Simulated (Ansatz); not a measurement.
**BH2OF (SMILES OBF) at 6 levels**

Wanted: a comparison of 6 runs (HF/STO-3G, HSE06/STO-3G, UPBE0/STO-3G, revPBE/STO-3G, CCSDT/STO-3G, FCI/STO-3G) of BH2OF. 

The calculation is run with Ansatz 0.2.0.

70 further runs of the same task are left out: 1 that didn't finish, 69 set aside as unsound or not needed.

## (1) Starting point

The species is BH2OF (5 atoms), meant as a singlet with charge 0. As SMILES, `OBF`. The B2–O1 distance was set to 2.689 Å, away from the relaxed value. At this shape a bond of the SMILES string is far longer than usual.

Bond lengths: B2–F3 1.332 Å, O1–H4 0.963 Å, B2–H5 1.192 Å. Angles: F3–B2–H5 119.6°.

## (2) A single-point energy at HF/STO-3G (run 1)

input.yaml

```yaml
crystal:
  periodic: [false, false, false]
  atoms:
    - symbol: O
      position_ang: [-2.295823, 0.345003, 0.112699]
    - symbol: B
      position_ang: [0.365000, -0.030200, 0.201100]
    - symbol: F
      position_ang: [1.039200, -0.323700, -0.909500]
    - symbol: H
      position_ang: [-2.667623, 0.245003, -0.770001]
    - symbol: H
      position_ang: [0.948300, 0.065400, 1.236000]
basis:
  gaussian:
    orbitals: STO-3G
hamiltonian:
  xc: hf
accuracy: high
```

On the command line:

```
$ ansatz run input.yaml --threads 1 --pin off --max-ram 2610MiB --events-out events.jsonl --progress --plain --runs-dir runs
```

Log:

```text
Warning: RAYON_NUM_THREADS=1 ignored (pool sized by the plan → 1); use --threads N
Functional definition: HF
  name "HF"
  exchange = exact_x
  correlation = 0
277 factors; integrals over basis functions are off by at most 4.0e-8 eV
mean field evaluation 1: about -5355.9082 eV, gradient 3.5e1 eV
mean field evaluation 2: about -5355.9402 eV, gradient 3.5e1 eV
mean field evaluation 4: about -5360.7232 eV, gradient 2.0e1 eV
mean field evaluation 8: about -5364.7038 eV, gradient 3.6e0 eV
mean field evaluation 16: about -5364.7543 eV, gradient 9.2e-7 eV
mean field -5364.75426367 eV, -197.1510828290 hartree, gradient 9.0e-9 eV, S^2 0.000000; 0 other end points of the search recorded, 0 dependent functions left out
reference -5364.75426367 eV, -197.1510828290 hartree; 12, 12 occupied and 5, 5 virtual orbitals, 277 factors
Total energy: -5364.75426367 eV, -197.1510828290 hartree
```

It took 0.1 s on 1 thread of Arm Neoverse V1, shared host.

## (3) The energy at HSE06/STO-3G (run 2)

in.yaml

```yaml
crystal:
  periodic: [false, false, false]
  atoms:
    - {symbol: O, position_ang: [-2.295823, 0.345003, 0.112699]}
    - {symbol: B, position_ang: [0.365000, -0.030200, 0.201100]}
    - {symbol: F, position_ang: [1.039200, -0.323700, -0.909500]}
    - {symbol: H, position_ang: [-2.667623, 0.245003, -0.770001]}
    - {symbol: H, position_ang: [0.948300, 0.065400, 1.236000]}
basis:
  gaussian:
    orbitals: STO-3G
total_charge: 0
hamiltonian:
  xc: hse06
accuracy: high
```

On the command line:

```
$ ansatz run in.yaml --threads 1 --pin off --max-ram 2610MiB --events-out events.jsonl --progress --plain --runs-dir runs
```

Log:

```text
Warning: RAYON_NUM_THREADS=1 ignored (pool sized by the plan → 1); use --threads N
Functional definition: HSE06
  name "HSE06"
  parameter a = 0.25
  parameter omega = 0.11/bohr
  exchange = pbe_x - a*pbe_x_sr(omega) + a*exact_x_sr(omega)
  correlation = pbe_c
277 factors; integrals over basis functions are off by at most 4.0e-8 eV
52 factors; integrals over basis functions are off by at most 6.4e-10 eV
mean field evaluation 1: about -5377.2726 eV, gradient 3.0e1 eV
mean field evaluation 2: about -5251.3657 eV, gradient 9.8e1 eV
mean field evaluation 4: about -5381.8539 eV, gradient 2.3e1 eV
mean field evaluation 8: about -5381.8233 eV, gradient 2.3e1 eV
mean field evaluation 16: about -5385.6543 eV, gradient 1.3e-6 eV
mean field -5385.65434471 eV, -197.9191466404 hartree, gradient 1.3e-8 eV, S^2 0.000000; 0 other end points of the search recorded, 0 dependent functions left out
reference -5385.65434644 eV, -197.9191467041 hartree; 12, 12 occupied and 5, 5 virtual orbitals, 277 factors
Total energy: -5385.65434644 eV, -197.9191467041 hartree
```

It took 1.3 s on 1 thread of Arm Neoverse V1, shared host; peak memory 0.092 GiB.

Runs 3 to 5 aren't shown in full; the table further down has their settings and results.

## (4) A single-point energy at FCI/STO-3G (run 6)

input.yaml

```yaml
crystal:
  periodic: [false, false, false]
  atoms:
    - {symbol: O, position_ang: [-2.295823, 0.345003, 0.112699]}
    - {symbol: B, position_ang: [0.365000, -0.030200, 0.201100]}
    - {symbol: F, position_ang: [1.039200, -0.323700, -0.909500]}
    - {symbol: H, position_ang: [-2.667623, 0.245003, -0.770001]}
    - {symbol: H, position_ang: [0.948300, 0.065400, 1.236000]}
basis:
  gaussian: {orbitals: STO-3G}
correlation: {method: fci, frozen_orbitals: {B: 1, F: 1, H: 0, O: 1}}
accuracy: high
```

On the command line:

```
$ ansatz run input.yaml --threads 1 --pin off --max-ram 2610MiB --events-out events.jsonl --progress --plain --runs-dir runs
```

Log, shortened:

```text
Warning: RAYON_NUM_THREADS=1 ignored (pool sized by the plan → 1); use --threads N
[... 2 set-up lines as earlier in the session ...]
[...]
277 factors; integrals over basis functions are off by at most 4.0e-8 eV
[...]
mean field -5364.75426367 eV, -197.1510828290 hartree, gradient 9.0e-9 eV, S^2 0.000000; 3 other end points of the search recorded, 0 dependent functions left out; unrestricted orbitals would lower it
unrestricted determinant -5369.06564440 eV, -197.3095231481 hartree, S^2 0.9703
3 core orbitals not correlated: weight in the atoms' cores, before any rotation towards them, 1.000 or more for the frozen orbitals, at most 0.000 for the correlated occupied ones
reference -5364.75426367 eV, -197.1510828290 hartree; 9, 9 occupied and 5, 5 virtual orbitals, 277 factors
state -5371.90206492 eV, -197.4137596797 hartree
Total energy: -5371.90206492 eV, -197.4137596797 hartree
```

It took 15 s on 1 thread of Arm Neoverse V1, shared host; peak memory 0.24 GiB.

## (5) All runs side by side

```csv
run,level,frozen core orbitals,energy (Eh),wall time
1,HF/STO-3G,–,-197.151083,0.1 s
2,HSE06/STO-3G,–,-197.919147,1.3 s
3,UPBE0/STO-3G,–,-197.962416,3.9 s
4,revPBE/STO-3G,–,-198.097952,1.4 s
5,CCSDT/STO-3G,3,-197.413111,0.7 s
6,FCI/STO-3G,3,-197.413760,15 s
```

## (6) Summary of results

```
                                          quantity          value
                               run 6: total energy  -197.41376 Eh
run 6: correlation energy (3 core orbitals frozen)     -262.7 mEh
```

**Reading.** Against full CI in this basis: HF +262.7 mEh; CCSDT +0.6 mEh. Totals of different functionals can't be ranked against each other. In run 5 the log says that unrestricted orbitals would lower the reference, so the values rest on an unstable closed-shell determinant (other closed-shell runs at this shape may share the fault). In runs 1, 2, 3, 4, 5, 6 the basis is minimal, so the values are rough. Spin contamination of the reference: run 3 ⟨S²⟩ = 0.82. Where it is this large, the reference is a mixture of spin states, and values that rest on it are in doubt. All runs together took 22 s, the longest 15 s.
